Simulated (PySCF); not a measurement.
Calculation: CAM-B3LYP-D3(BJ)/def2-TZVP (PySCF). Isolated molecules, 0 K electronic values unless said otherwise. Delta-SCF ions had no search for a lower state. Excitations are Tamm–Dancoff values on a coarser integration grid. The basis has no diffuse functions, so Rydberg states are missing or too high.

Reference species (SMILES): `Cl[Si](Cl)(Cl)Cl` (neutral, multiplicity 1).

```
Item                                      Result
--------------------------------------  --------
vertical ionisation energy (Delta-SCF)  11.86 eV
T1 excitation (TDA)                      7.30 eV
```

Changed species: `Cl[SiH2]Cl` (2 of 4 Cl replaced by H; the reference has 0 of 4 Cl replaced by H).

Question: Give the shifts of the vertical ionisation energy (Delta-SCF) and T1 excitation (TDA).

Answer: the vertical ionisation energy (Delta-SCF) falls by 0.30 eV, to 11.56 eV; the T1 excitation (TDA) increases by 0.10 eV, to 7.40 eV.
